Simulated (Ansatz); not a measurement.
Results of LDA (Ansatz, a program for electronic structure, plane waves, PAW) for pyrite RuS2.

Numerical settings: plane-wave cutoff 520 eV, 6×6×6 k mesh, Fermi–Dirac smearing 0.01 eV, no spin polarisation, scalar-relativistic PAW data made under PBE.

The volume scan:

```csv
V (Å³/atom),E − E_lowest (meV/atom),P (GPa)
13.674,16.04,9.38
13.959,3.85,4.42
14.244,0.00,0.00
14.529,3.57,-3.94
14.814,13.75,-7.44
```

### Question
Estimate the bulk modulus and its pressure derivative from these points.

### Answer
V0 = 14.244 Å³/atom, B0 = 208 GPa, B′ = 4.8 (fit to the energies at full precision).

Shape and atoms are relaxed at each volume.

Measured, for comparison: equilibrium volume per atom 14.71 Å³/atom (temperature not stated, no zero-point or thermal correction; as tabulated in Wikipedia's data pages). Computed (rounded) less measured: equilibrium volume per atom -3.2 %.

Note: the bulk modulus comes from volumes at which shape and atoms were relaxed.

The computed numbers hold no vibrational or temperature effects.
